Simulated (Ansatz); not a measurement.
Rock-salt TiC, treated with PBE0-D3(BJ) in Ansatz (PAW).

Numerical settings: plane-wave cutoff 460 eV, 12×12×12 k mesh, Fermi–Dirac smearing 0.05 eV, no spin polarisation, scalar-relativistic PAW data made under PBE.

Energies at three volumes about the minimum:

```
V (Å³/atom)  E − E_lowest (meV/atom)
-----------  -----------------------
9.402                           7.18
9.643                           0.00
9.940                           6.42
```

**Question.** Fit a parabola by hand: where is the minimum, what lattice constant follows, and what is the bulk modulus?

**Answer.** Slopes: (0.00 − 7.18)/(9.643 − 9.402) = -29.793 and (6.42 − 0.00)/(9.940 − 9.643) = 21.616 meV/Å³. Curvature E″ = 2 × (21.616 − (-29.793))/(9.940 − 9.402) = 191.112 meV/Å⁶. From the middle of the first interval, the slope vanishes at V0 = 9.5225 − (-29.793)/191.112 = 9.678 Å³/atom. B = V0 E″ = 9.678 × 191.112 meV/Å³ × 0.1602 GPa per meV/Å³ = 296 GPa. With 8 atoms in the cube, a = (8 × 9.678)^(1/3) = 4.262 Å. The full Birch–Murnaghan fit to all volumes gives V0 = 9.672 Å³/atom and B0 = 294 GPa.

Measured, for comparison: bulk modulus 240 GPa (temperature not stated, not corrected to a static lattice, our sources range from 235 to 268; as tabulated in Krasnenko and Brik (2013), arXiv:1306.3139); lattice constant a 4.33 Å (temperature not stated, not corrected to a static lattice; as tabulated in Zhang et al. (2018), doi:10.1088/1367-2630/aac7f0). Computed (rounded) less measured: bulk modulus not scored (sources differ).

Ansatz is a program for electronic structure.
